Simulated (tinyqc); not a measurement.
MP2 on RHF in the sto-6g basis, frozen core, for BH3, spin multiplicity 1, step by step (part 1 of 2). Computed by tinyqc, a small Python program that keeps every step (integrals from PySCF). Settings: charge = 0, multiplicity = 1, basis = sto-6g, method = RHF, frozen orbitals = 1, energy threshold = 1e-10, iteration cap = 52, orthogonalisation = canonical, start = atomic densities, DIIS depth = 6. Command: `OMP_NUM_THREADS=1 python tinyqc.py 24501 24502 out.jsonl` (the two numbers bound the seeds that draw the settings). One thread of a shared host (Intel(R) Xeon(R) Processor @ 2.60GHz), about 0.3 s of CPU time with the checks. Later iterations appear only in the table of the cycle.

## One-electron integrals

Geometry (angstrom):
```
atom        x        y       z
B      0.0000   0.0000  0.0180
H      1.1890   0.0000  0.0000
H     -0.5950   1.0300  0.0000
H     -0.5950  -1.0300  0.0000
```

Basis sto-6g: exponents (1/bohr^2) and contraction coefficients of normalised primitives:
```
element  l (shell)  exponent  coefficient
B            s (1)  506.0111       0.0092
B            s (1)   92.7768       0.0494
B            s (1)   25.9557       0.1685
B            s (1)    8.9164       0.3706
B            s (1)    3.4625       0.4165
B            s (1)    1.4261       0.1303
B            s (2)   23.1946      -0.0133
B            s (2)    4.5908      -0.0470
B            s (2)    1.4268      -0.0338
B            s (2)    0.5489       0.2502
B            s (2)    0.2384       0.5951
B            s (2)    0.1093       0.2407
B            p (3)   23.1946       0.0038
B            p (3)    4.5908       0.0377
B            p (3)    1.4268       0.1739
B            p (3)    0.5489       0.4180
B            p (3)    0.2384       0.4259
B            p (3)    0.1093       0.1017
H            s (1)   35.5232       0.0092
H            s (1)    6.5131       0.0494
H            s (1)    1.8221       0.1685
H            s (1)    0.6260       0.3706
H            s (1)    0.2431       0.4165
H            s (1)    0.1001       0.1303
```

Overlap, kinetic and nuclear-attraction integrals over the contracted functions; the nuclear repulsion is the sum of Za Zb / Rab.

nuclear repulsion = 7.443902 hartree

overlap S:
```
         1B 1s   1B 2s   1B 2px   1B 2py   1B 2pz    2H 1s    3H 1s    4H 1s
1B 1s   1.0000  0.2649   0.0000   0.0000   0.0000   0.0692   0.0691   0.0691
1B 2s   0.2649  1.0000   0.0000   0.0000   0.0000   0.4766   0.4764   0.4764
1B 2px  0.0000  0.0000   1.0000   0.0000   0.0000   0.4885  -0.2443  -0.2443
1B 2py  0.0000  0.0000   0.0000   1.0000   0.0000   0.0000   0.4228  -0.4228
1B 2pz  0.0000  0.0000   0.0000   0.0000   1.0000  -0.0074  -0.0074  -0.0074
2H 1s   0.0692  0.4766   0.4885   0.0000  -0.0074   1.0000   0.1089   0.1089
3H 1s   0.0691  0.4764  -0.2443   0.4228  -0.0074   0.1089   1.0000   0.1089
4H 1s   0.0691  0.4764  -0.2443  -0.4228  -0.0074   0.1089   0.1089   1.0000
```

kinetic energy T (hartree):
```
          1B 1s    1B 2s   1B 2px   1B 2py   1B 2pz    2H 1s    3H 1s    4H 1s
1B 1s   10.9472  -0.3339   0.0000   0.0000   0.0000  -0.0107  -0.0107  -0.0107
1B 2s   -0.3339   0.3745   0.0000   0.0000   0.0000   0.0885   0.0884   0.0884
1B 2px   0.0000   0.0000   1.1250   0.0000   0.0000   0.2311  -0.1155  -0.1155
1B 2py   0.0000   0.0000   0.0000   1.1250   0.0000   0.0000   0.1999  -0.1999
1B 2pz   0.0000   0.0000   0.0000   0.0000   1.1250  -0.0035  -0.0035  -0.0035
2H 1s   -0.0107   0.0885   0.2311   0.0000  -0.0035   0.7685  -0.0120  -0.0120
3H 1s   -0.0107   0.0884  -0.1155   0.1999  -0.0035  -0.0120   0.7685  -0.0120
4H 1s   -0.0107   0.0884  -0.1155  -0.1999  -0.0035  -0.0120  -0.0120   0.7685
```

nuclear attraction V (hartree):
```
           1B 1s    1B 2s   1B 2px   1B 2py   1B 2pz    2H 1s    3H 1s    4H 1s
1B 1s   -24.7264  -3.0977   0.0000   0.0000   0.0009  -0.8929  -0.8918  -0.8918
1B 2s    -3.0977  -5.0373   0.0000   0.0000   0.0073  -2.1136  -2.1121  -2.1121
1B 2px    0.0000   0.0000  -5.0978   0.0000   0.0000  -2.0521   1.0259   1.0259
1B 2py    0.0000   0.0000   0.0000  -5.0976   0.0000   0.0000  -1.7760   1.7760
1B 2pz    0.0009   0.0073   0.0000   0.0000  -4.9160   0.0326   0.0326   0.0326
2H 1s    -0.8929  -2.1136  -2.0521   0.0000   0.0326  -3.9462  -0.4651  -0.4651
3H 1s    -0.8918  -2.1121   1.0259  -1.7760   0.0326  -0.4651  -3.9453  -0.4650
4H 1s    -0.8918  -2.1121   1.0259   1.7760   0.0326  -0.4651  -0.4650  -3.9453
```

core Hamiltonian H = T + V (hartree):
```
           1B 1s    1B 2s   1B 2px   1B 2py   1B 2pz    2H 1s    3H 1s    4H 1s
1B 1s   -13.7791  -3.4316   0.0000   0.0000   0.0009  -0.9036  -0.9026  -0.9026
1B 2s    -3.4316  -4.6628   0.0000   0.0000   0.0073  -2.0251  -2.0238  -2.0238
1B 2px    0.0000   0.0000  -3.9728   0.0000   0.0000  -1.8210   0.9105   0.9105
1B 2py    0.0000   0.0000   0.0000  -3.9726   0.0000   0.0000  -1.5761   1.5761
1B 2pz    0.0009   0.0073   0.0000   0.0000  -3.7910   0.0291   0.0291   0.0291
2H 1s    -0.9036  -2.0251  -1.8210   0.0000   0.0291  -3.1776  -0.4771  -0.4771
3H 1s    -0.9026  -2.0238   0.9105  -1.5761   0.0291  -0.4771  -3.1768  -0.4770
4H 1s    -0.9026  -2.0238   0.9105   1.5761   0.0291  -0.4771  -0.4770  -3.1768
```

## Two-electron integrals

Functions are numbered as in S; the eight-fold symmetry (ij|kl) = (ji|kl) = (kl|ij) leaves the list below.

Two-electron integrals (ij|kl) in chemists' order, unique and non-zero (hartree):
```
(11|11) 2.9250      (21|11) 0.4808      (21|21) 0.0995      (22|11) 0.7434
(22|21) 0.1890      (22|22) 0.5449      (31|31) 0.0211      (32|31) 0.0309
(32|32) 0.1204      (33|11) 0.7434      (33|21) 0.1890      (33|22) 0.5449
(33|33) 0.5871      (41|41) 0.0211      (42|41) 0.0309      (42|42) 0.1204
(43|43) 0.0316      (44|11) 0.7434      (44|21) 0.1890      (44|22) 0.5449
(44|33) 0.5238      (44|44) 0.5871      (51|51) 0.0211      (52|51) 0.0309
(52|52) 0.1204      (53|53) 0.0316      (54|54) 0.0316      (55|11) 0.7434
(55|21) 0.1890      (55|22) 0.5449      (55|33) 0.5238      (55|44) 0.5238
(55|55) 0.5871      (61|11) 0.1308      (61|21) 0.0262      (61|22) 0.0492
(61|31) 0.0021      (61|32) 0.0039      (61|33) 0.0497      (61|44) 0.0489
(61|51) -3.11e-05   (61|52) -5.87e-05   (61|53) -1.22e-05   (61|55) 0.0489
(61|61) 0.0071      (62|11) 0.2860      (62|21) 0.0738      (62|22) 0.2309
(62|31) 0.0086      (62|32) 0.0489      (62|33) 0.2434      (62|44) 0.2246
(62|51) -1.31e-04   (62|52) -0.0007     (62|53) -2.85e-04   (62|55) 0.2246
(62|61) 0.0205      (62|62) 0.1307      (63|11) 0.2597      (63|21) 0.0680
(63|22) 0.2243      (63|31) 0.0150      (63|32) 0.0794      (63|33) 0.2480
(63|44) 0.2124      (63|51) -1.04e-04   (63|52) -0.0007     (63|53) -3.97e-04
(63|55) 0.2124      (63|61) 0.0200      (63|62) 0.1489      (63|63) 0.1813
(64|41) 0.0081      (64|42) 0.0359      (64|43) 0.0094      (64|54) -1.42e-04
(64|64) 0.0152      (65|11) -0.0039     (65|21) -0.0010     (65|22) -0.0034
(65|31) -1.04e-04   (65|32) -0.0007     (65|33) -0.0035     (65|44) -0.0032
(65|51) 0.0081      (65|52) 0.0359      (65|53) 0.0094      (65|55) -0.0035
(65|61) -3.03e-04   (65|62) -0.0023     (65|63) -0.0025     (65|65) 0.0152
(66|11) 0.4379      (66|21) 0.1154      (66|22) 0.4052      (66|31) 0.0173
(66|32) 0.1263      (66|33) 0.4535      (66|44) 0.3810      (66|51) -2.61e-04
(66|52) -0.0019     (66|53) -0.0011     (66|55) 0.3810      (66|61) 0.0330
(66|62) 0.2864      (66|63) 0.3561      (66|65) -0.0054     (66|66) 0.7750
(71|11) 0.1306      (71|21) 0.0261      (71|22) 0.0491      (71|31) -0.0010
(71|32) -0.0019     (71|33) 0.0491      (71|41) 0.0018      (71|42) 0.0034
(71|43) -3.48e-04   (71|44) 0.0495      (71|51) -3.10e-05   (71|52) -5.87e-05
(71|53) 6.09e-06    (71|54) -1.05e-05   (71|55) 0.0489      (71|61) 0.0068
(71|62) 0.0186      (71|63) 0.0167      (71|64) 0.0008      (71|65) -2.74e-04
(71|66) 0.0288      (71|71) 0.0071      (72|11) 0.2858      (72|21) 0.0737
(72|22) 0.2307      (72|31) -0.0043     (72|32) -0.0244     (72|33) 0.2292
(72|41) 0.0075      (72|42) 0.0423      (72|43) -0.0081     (72|44) 0.2385
(72|51) -1.30e-04   (72|52) -0.0007     (72|53) 1.42e-04    (72|54) -2.46e-04
(72|55) 0.2244      (72|61) 0.0186      (72|62) 0.0888      (72|63) 0.0803
(72|64) 0.0107      (72|65) -0.0015     (72|66) 0.1505      (72|71) 0.0205
(72|72) 0.1305      (73|11) -0.1298     (73|21) -0.0340     (73|22) -0.1121
(73|31) 0.0098      (73|32) 0.0467      (73|33) -0.1177     (73|41) -0.0030
(73|42) -0.0188     (73|43) 0.0118      (73|44) -0.1125     (73|51) 5.19e-05
(73|52) 3.29e-04    (73|53) -2.06e-04   (73|54) 1.10e-04    (73|55) -0.1062
(73|61) -0.0076     (73|62) -0.0310     (73|63) -0.0199     (73|64) -0.0026
(73|65) 0.0005      (73|66) -0.0443     (73|71) -0.0100     (73|72) -0.0744
(73|73) 0.0567      (74|11) 0.2248      (74|21) 0.0588      (74|22) 0.1941
(74|31) -0.0030     (74|32) -0.0188     (74|33) 0.1875      (74|41) 0.0132
(74|42) 0.0684      (74|43) -0.0110     (74|44) 0.2110      (74|51) -8.98e-05
(74|52) -0.0006     (74|53) 1.10e-04    (74|54) -3.33e-04   (74|55) 0.1838
(74|61) 0.0149      (74|62) 0.0749      (74|63) 0.0675      (74|64) 0.0176
(74|65) -0.0012     (74|66) 0.1270      (74|71) 0.0173      (74|72) 0.1288
(74|73) -0.0719     (74|74) 0.1396      (75|11) -0.0039     (75|21) -0.0010
(75|22) -0.0034     (75|31) 5.19e-05    (75|32) 3.29e-04    (75|33) -0.0033
(75|41) -8.98e-05   (75|42) -0.0006     (75|43) 1.10e-04    (75|44) -0.0034
(75|51) 0.0081      (75|52) 0.0359      (75|53) -0.0047     (75|54) 0.0081
(75|55) -0.0035     (75|61) -2.74e-04   (75|62) -0.0015     (75|63) -0.0013
(75|64) -1.73e-04   (75|65) 0.0095      (75|66) -0.0027     (75|71) -3.02e-04
(75|72) -0.0023     (75|73) 0.0013      (75|74) -0.0022     (75|75) 0.0152
(76|11) 0.0630      (76|21) 0.0162      (76|22) 0.0513      (76|31) 0.0008
(76|32) 0.0046      (76|33) 0.0518      (76|41) 0.0014      (76|42) 0.0079
(76|43) 3.72e-04    (76|44) 0.0522      (76|51) -4.84e-05   (76|52) -2.76e-04
(76|53) -3.93e-05   (76|54) -6.80e-05   (76|55) 0.0498      (76|61) 0.0043
(76|62) 0.0250      (76|63) 0.0264      (76|64) 0.0027      (76|65) -4.70e-04
(76|66) 0.0498      (76|71) 0.0043      (76|72) 0.0250      (76|73) -0.0108
(76|74) 0.0242      (76|75) -4.69e-04   (76|76) 0.0059      (77|11) 0.4377
(77|21) 0.1153      (77|22) 0.4051      (77|31) -0.0086     (77|32) -0.0632
(77|33) 0.3991      (77|41) 0.0149      (77|42) 0.1093      (77|43) -0.0314
(77|44) 0.4353      (77|51) -2.61e-04   (77|52) -0.0019     (77|53) 0.0005
(77|54) -0.0009     (77|55) 0.3809      (77|61) 0.0289      (77|62) 0.1505
(77|63) 0.1322      (77|64) 0.0252      (77|65) -0.0027     (77|66) 0.2562
(77|71) 0.0330      (77|72) 0.2862      (77|73) -0.1780     (77|74) 0.3081
(77|75) -0.0054     (77|76) 0.0498      (77|77) 0.7750      (81|11) 0.1306
(81|21) 0.0261      (81|22) 0.0491      (81|31) -0.0010     (81|32) -0.0019
(81|33) 0.0491      (81|41) -0.0018     (81|42) -0.0034     (81|43) 3.48e-04
(81|44) 0.0495      (81|51) -3.10e-05   (81|52) -5.87e-05   (81|53) 6.09e-06
(81|54) 1.05e-05    (81|55) 0.0489      (81|61) 0.0068      (81|62) 0.0186
(81|63) 0.0167      (81|64) -0.0008     (81|65) -2.74e-04   (81|66) 0.0288
(81|71) 0.0068      (81|72) 0.0186      (81|73) -0.0091     (81|74) 0.0140
(81|75) -2.74e-04   (81|76) 0.0040      (81|77) 0.0288      (81|81) 0.0071
(82|11) 0.2858      (82|21) 0.0737      (82|22) 0.2307      (82|31) -0.0043
(82|32) -0.0244     (82|33) 0.2292      (82|41) -0.0075     (82|42) -0.0423
(82|43) 0.0081      (82|44) 0.2385      (82|51) -1.30e-04   (82|52) -0.0007
(82|53) 1.42e-04    (82|54) 2.46e-04    (82|55) 0.2244      (82|61) 0.0186
(82|62) 0.0888      (82|63) 0.0803      (82|64) -0.0107     (82|65) -0.0015
(82|66) 0.1505      (82|71) 0.0186      (82|72) 0.0888      (82|73) -0.0494
(82|74) 0.0642      (82|75) -0.0015     (82|76) 0.0186      (82|77) 0.1504
(82|81) 0.0205      (82|82) 0.1305      (83|11) -0.1298     (83|21) -0.0340
(83|22) -0.1121     (83|31) 0.0098      (83|32) 0.0467      (83|33) -0.1177
(83|41) 0.0030      (83|42) 0.0188      (83|43) -0.0118     (83|44) -0.1125
(83|51) 5.19e-05    (83|52) 3.29e-04    (83|53) -2.06e-04   (83|54) -1.10e-04
(83|55) -0.1062     (83|61) -0.0076     (83|62) -0.0310     (83|63) -0.0199
(83|64) 0.0026      (83|65) 0.0005      (83|66) -0.0443     (83|71) -0.0091
(83|72) -0.0494     (83|73) 0.0363      (83|74) -0.0350     (83|75) 0.0008
(83|76) -0.0081     (83|77) -0.0879     (83|81) -0.0100     (83|82) -0.0744
(83|83) 0.0567      (84|11) -0.2248     (84|21) -0.0588     (84|22) -0.1941
(84|31) 0.0030      (84|32) 0.0188      (84|33) -0.1875     (84|41) 0.0132
(84|42) 0.0684      (84|43) -0.0110     (84|44) -0.2110     (84|51) 8.98e-05
(84|52) 0.0006      (84|53) -1.10e-04   (84|54) -3.33e-04   (84|55) -0.1838
(84|61) -0.0149     (84|62) -0.0749     (84|63) -0.0675     (84|64) 0.0176
(84|65) 0.0012      (84|66) -0.1270     (84|71) -0.0140     (84|72) -0.0642
(84|73) 0.0350      (84|74) -0.0386     (84|75) 0.0011      (84|76) -0.0140
(84|77) -0.1018     (84|81) -0.0173     (84|82) -0.1288     (84|83) 0.0719
(84|84) 0.1396      (85|11) -0.0039     (85|21) -0.0010     (85|22) -0.0034
(85|31) 5.19e-05    (85|32) 3.29e-04    (85|33) -0.0033     (85|41) 8.98e-05
(85|42) 0.0006      (85|43) -1.10e-04   (85|44) -0.0034     (85|51) 0.0081
(85|52) 0.0359      (85|53) -0.0047     (85|54) -0.0081     (85|55) -0.0035
(85|61) -2.74e-04   (85|62) -0.0015     (85|63) -0.0013     (85|64) 1.73e-04
(85|65) 0.0095      (85|66) -0.0027     (85|71) -2.74e-04   (85|72) -0.0015
(85|73) 0.0008      (85|74) -0.0011     (85|75) 0.0095      (85|76) -3.39e-04
(85|77) -0.0027     (85|81) -3.02e-04   (85|82) -0.0023     (85|83) 0.0013
(85|84) 0.0022      (85|85) 0.0152      (86|11) 0.0630      (86|21) 0.0162
(86|22) 0.0513      (86|31) 0.0008      (86|32) 0.0046      (86|33) 0.0518
(86|41) -0.0014     (86|42) -0.0079     (86|43) -3.72e-04   (86|44) 0.0522
(86|51) -4.84e-05   (86|52) -2.76e-04   (86|53) -3.93e-05   (86|54) 6.80e-05
(86|55) 0.0498      (86|61) 0.0043      (86|62) 0.0250      (86|63) 0.0264
(86|64) -0.0027     (86|65) -4.70e-04   (86|66) 0.0498      (86|71) 0.0040
(86|72) 0.0186      (86|73) -0.0081     (86|74) 0.0140      (86|75) -3.39e-04
(86|76) 0.0047      (86|77) 0.0309      (86|81) 0.0043      (86|82) 0.0250
(86|83) -0.0108     (86|84) -0.0242     (86|85) -4.69e-04   (86|86) 0.0059
(87|11) 0.0630      (87|21) 0.0162      (87|22) 0.0513      (87|31) -0.0016
(87|32) -0.0091     (87|33) 0.0524      (87|44) 0.0516      (87|51) -4.84e-05
(87|52) -2.76e-04   (87|53) 7.86e-05    (87|55) 0.0498      (87|61) 0.0040
(87|62) 0.0186      (87|63) 0.0161      (87|65) -3.40e-04   (87|66) 0.0309
(87|71) 0.0043      (87|72) 0.0250      (87|73) -0.0155     (87|74) 0.0215
(87|75) -4.69e-04   (87|76) 0.0047      (87|77) 0.0498      (87|81) 0.0043
(87|82) 0.0250      (87|83) -0.0155     (87|84) -0.0215     (87|85) -4.69e-04
(87|86) 0.0047      (87|87) 0.0059      (88|11) 0.4377      (88|21) 0.1153
(88|22) 0.4051      (88|31) -0.0086     (88|32) -0.0632     (88|33) 0.3991
(88|41) -0.0149     (88|42) -0.1093     (88|43) 0.0314      (88|44) 0.4353
(88|51) -2.61e-04   (88|52) -0.0019     (88|53) 0.0005      (88|54) 0.0009
(88|55) 0.3809      (88|61) 0.0289      (88|62) 0.1505      (88|63) 0.1322
(88|64) -0.0252     (88|65) -0.0027     (88|66) 0.2562      (88|71) 0.0288
(88|72) 0.1504      (88|73) -0.0879     (88|74) 0.1018      (88|75) -0.0027
(88|76) 0.0309      (88|77) 0.2562      (88|81) 0.0330      (88|82) 0.2862
(88|83) -0.1780     (88|84) -0.3081     (88|85) -0.0054     (88|86) 0.0498
(88|87) 0.0498      (88|88) 0.7750
```

## Orthogonalisation

S = U s U^T; canonical form X = U s^(-1/2), so that X^T S X = 1. Each column of U has its largest component positive (the first on a tie).

eigenvalues of S: 0.2558  0.3448  0.3451  0.9504  1.0003  1.5460  1.5463  2.0113

X:
```
              1        2        3        4        5        6        7        8
1B 1s   -0.3332   0.0005   0.0000   0.9736   0.0747   0.0000   0.0000   0.1799
1B 2s    1.4993  -0.0014   0.0000  -0.0422   0.0109   0.0000  -0.0001   0.4587
1B 2px   0.0014   1.1484   0.0000  -0.0001   0.0000   0.0000   0.5938   0.0001
1B 2py   0.0000   0.0000   1.1478   0.0000   0.0000   0.5939   0.0000   0.0000
1B 2pz  -0.0214   0.0000   0.0000  -0.0800   0.9967   0.0000   0.0000  -0.0064
2H 1s   -0.7203  -1.0261   0.0000  -0.1790  -0.0138   0.0000   0.4427   0.2913
3H 1s   -0.7181   0.5142  -0.8889  -0.1790  -0.0138   0.3835  -0.2215   0.2911
4H 1s   -0.7181   0.5142   0.8889  -0.1790  -0.0138  -0.3835  -0.2215   0.2911
```

## Starting guess

The start is atomic minimal-basis densities projected into this basis (PySCF's MINAO start) and scaled to the electron count of each spin; this density is not idempotent, so its energy is not variational and may lie below the converged one.

D at the start:
```
          1B 1s    1B 2s   1B 2px   1B 2py   1B 2pz    2H 1s    3H 1s    4H 1s
1B 1s    2.1592  -0.4965   0.0000   0.0000  -0.0009  -0.0402  -0.0402  -0.0402
1B 2s   -0.4965   1.8746   0.0000   0.0000   0.0030   0.1476   0.1475   0.1475
1B 2px   0.0000   0.0000   0.2634   0.0000   0.0000   0.0531  -0.0266  -0.0266
1B 2py   0.0000   0.0000   0.0000   0.2635   0.0000   0.0000   0.0460  -0.0460
1B 2pz  -0.0009   0.0030   0.0000   0.0000   0.3199  -0.0005  -0.0005  -0.0005
2H 1s   -0.0402   0.1476   0.0531   0.0000  -0.0005   0.9356   0.0222   0.0222
3H 1s   -0.0402   0.1475  -0.0266   0.0460  -0.0005   0.0222   0.9357   0.0222
4H 1s   -0.0402   0.1475  -0.0266  -0.0460  -0.0005   0.0222   0.0222   0.9357
```

## Iteration 1: building the Fock matrix

J_ij = sum D_kl (ij|kl), K_ij = sum D_kl (ik|jl); F = H + J - 0.5 K; E = tr D H + tr D J / 2 - 0.25 tr D K + E_nn.

Coulomb J (hartree):
```
          1B 1s    1B 2s   1B 2px   1B 2py   1B 2pz    2H 1s    3H 1s    4H 1s
1B 1s    9.4032   1.8601   0.0000   0.0000  -0.0008   0.4967   0.4961   0.4961
1B 2s    1.8601   4.3085   0.0000   0.0000  -0.0057   1.8441   1.8429   1.8429
1B 2px   0.0000   0.0000   4.3460   0.0000   0.0000   1.8073  -0.9036  -0.9036
1B 2py   0.0000   0.0000   0.0000   4.3459   0.0000   0.0000   1.5642  -1.5642
1B 2pz  -0.0008  -0.0057   0.0000   0.0000   4.2337  -0.0287  -0.0286  -0.0286
2H 1s    0.4967   1.8441   1.8073   0.0000  -0.0287   3.3745   0.4087   0.4087
3H 1s    0.4961   1.8429  -0.9036   1.5642  -0.0286   0.4087   3.3739   0.4086
4H 1s    0.4961   1.8429  -0.9036  -1.5642  -0.0286   0.4087   0.4086   3.3739
```

exchange K (hartree):
```
          1B 1s    1B 2s   1B 2px   1B 2py   1B 2pz    2H 1s    3H 1s    4H 1s
1B 1s    6.0560   1.0787   0.0000   0.0000  -0.0010   0.3230   0.3227   0.3227
1B 2s    1.0787   1.7311   0.0001   0.0000  -0.0070   0.9174   0.9169   0.9169
1B 2px   0.0000   0.0001   0.7787   0.0000   0.0000   0.5361  -0.2680  -0.2680
1B 2py   0.0000   0.0000   0.0000   0.7784   0.0000   0.0000   0.4640  -0.4640
1B 2pz  -0.0010  -0.0070   0.0000   0.0000   0.5219  -0.0095  -0.0095  -0.0095
2H 1s    0.3230   0.9174   0.5361   0.0000  -0.0095   1.1690   0.3216   0.3216
3H 1s    0.3227   0.9169  -0.2680   0.4640  -0.0095   0.3216   1.1686   0.3215
4H 1s    0.3227   0.9169  -0.2680  -0.4640  -0.0095   0.3216   0.3215   1.1686
```

Fock matrix F (hartree):
```
          1B 1s    1B 2s   1B 2px   1B 2py  1B 2pz    2H 1s    3H 1s    4H 1s
1B 1s   -7.4039  -2.1109   0.0000   0.0000  0.0006  -0.5684  -0.5677  -0.5677
1B 2s   -2.1109  -1.2198  -0.0001   0.0000  0.0051  -0.6397  -0.6393  -0.6393
1B 2px   0.0000  -0.0001  -0.0161   0.0000  0.0000  -0.2818   0.1409   0.1409
1B 2py   0.0000   0.0000   0.0000  -0.0158  0.0000   0.0000  -0.2439   0.2439
1B 2pz   0.0006   0.0051   0.0000   0.0000  0.1817   0.0052   0.0052   0.0052
2H 1s   -0.5684  -0.6397  -0.2818   0.0000  0.0052  -0.3876  -0.2292  -0.2292
3H 1s   -0.5677  -0.6393   0.1409  -0.2439  0.0052  -0.2292  -0.3872  -0.2291
4H 1s   -0.5677  -0.6393   0.1409   0.2439  0.0052  -0.2292  -0.2291  -0.3872
```

total energy of this density = -26.202154 hartree

This density is the starting one; it is not idempotent, so its energy is not variational and may lie below the converged one.
